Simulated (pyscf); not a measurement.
This saddle point was located with ωB97X-D3(BJ)/def2-SVP in PySCF.

```xyz
9

Cr    -0.3707     0.1839     0.2049
O      0.3701     1.8062     1.0635
O      0.8803    -0.6800     0.0667
O     -0.6806     0.8713    -1.1270
O     -1.7576    -0.8916     0.4125
H      1.3375     1.7739     1.0079
H     -2.1778    -1.0765    -0.4403
H     -0.7449     0.2393     2.0022
H     -0.1694     1.0085     1.8874
```

Surface: singlet, charge 0. Lowest wavenumbers (cm⁻¹): 1328i, 66, 217, 284, 308.

What reaction is this the transition state of?

O=Cr(=O)(OH)–OH (SMILES [O]=[Cr](=[O])([OH])[OH]) + H₂ (SMILES [H][H]) ⇌ O=CrH(=O)–OH (SMILES [O]=[CrH](=[O])[OH]) + H₂O (SMILES O), a four-centre exchange read from left to right: Cr–O, H–H broken and Cr–H, H–O formed. At ωB97M-D3(BJ)/def2-TZVP it lies +41.3 kcal/mol from the left side and +34.3 kcal/mol from the right (each side as separated species at their lowest minima found). At the saddle there is also a short Cr–H contact that neither side keeps. One saddle was located; it need not be the lowest between these sides.
